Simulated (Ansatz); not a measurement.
Consider InP in the zinc blende structure (space group F-43m, No. 216).

```
InP
1.0
    0.00000     2.97990     2.97990
    2.97990     0.00000     2.97990
    2.97990     2.97990     0.00000
P In
1 1
Direct
  0.75000   0.75000   0.75000
  0.00000   0.00000   0.00000
```

Levels (all Ansatz, an electronic-structure program, PAW, earlier PAW set): PBE (420 eV, spin-orbit coupling left out); r2SCAN (500 eV, no SOC); HSE06 (420 eV, no spin-orbit coupling).

Levels that relaxed their own cell: PBE and r2SCAN.

| level | band gap | lattice parameter a | electron mass at Γ |
|---|---|---|---|
| PBE | 0.44 eV | 5.960 Å | 0.037 mₑ |
| r2SCAN | 1.02 eV | 5.907 Å | 0.073 mₑ |
| HSE06 | 1.35 eV | – | – |

Measured: band gap 1.47 eV (static lattice; corrected from measurement; as listed in Wei Chen et al., Physical Review Materials (2018)); lattice parameter a 5.858 Å (static lattice; corrected from measurement; as listed in Daniel Mejia-Rodriguez, S. B. Trickey, Phys. Rev. B (2018)); electron mass at Γ 0.079 mₑ (temperature not stated; as listed in Magdalena Laurien, Oleg Rubel, Phys. Rev. B (2022)).

Computed minus measured — band gap: PBE -1.03 eV, r2SCAN -0.45 eV, HSE06 -0.12 eV (closest: HSE06); lattice parameter a: PBE +1.7 %, r2SCAN +0.8 % (closest: r2SCAN); electron mass at Γ: PBE -54 %, r2SCAN -8 % (closest: r2SCAN). Measured values not marked as corrected hold thermal and zero-point effects that the static-lattice runs lack. A measured gap can be an optical one, lowered by exciton binding. Levels without spin-orbit coupling miss its lowering of the gap, often about a third of the valence-band splitting.

Single points use the geometry relaxed with r2SCAN. Masses are band curvatures over ±0.01 Å⁻¹ around the edge. Stability against distortions was not tested.
